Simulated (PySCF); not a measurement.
Ionisation energies (eV) were calculated with PySCF 2.14 by MP2 (valence), PBE0, UHF, in another order, as differences of total energies without spin-orbit coupling. The measured values are between term centres (NIST).

```json
{"species": "C⁺ (ANO-RCC-VTZP, spin-free X2C)", "measured": "24.378", "A": "24.387", "B": "24.174", "C": "24.847"}
{"species": "Ar (ANO-RCC-VTZP, spin-free X2C)", "measured": "15.819", "A": "15.694", "B": "14.543", "C": "15.712"}
{"species": "V (ANO-RCC-VTZP, spin-free X2C)", "measured": "6.732", "A": "6.507", "B": "6.186", "C": "6.374"}
{"species": "Ge (ANO-RCC-VTZP, spin-free X2C)", "measured": "7.925", "A": "7.668", "B": "7.404", "C": "7.935"}
{"species": "Br⁺ (ANO-RCC-VTZP, spin-free X2C)", "measured": "21.409", "A": "20.945", "B": "20.265", "C": "21.399"}
{"species": "Nb (ANO-RCC-VTZP, spin-free X2C)", "measured": "6.776", "A": "6.432", "B": "5.986", "C": "6.879"}
{"species": "Sm (ANO-RCC-VTZP, spin-free X2C)", "measured": "5.626", "A": "5.476", "B": "4.590", "C": "5.461"}
{"species": "Gd (ANO-RCC-VTZP, spin-free X2C)", "measured": "6.163", "A": "5.891", "B": "4.927", "C": "5.942"}
```

Problem. Which column is which method?

Solution. A is MP2 (valence) (mean error -0.23 eV); B is UHF (mean error -0.84 eV); C is PBE0 (mean error -0.03 eV). Valence MP2 in a finite basis recovers only part of the missing correlation, so it stays below experiment on average. Hartree-Fock lacks the correlation of the electron removed and comes out lowest. PBE0, with a quarter of exact exchange, lies close to experiment on average.
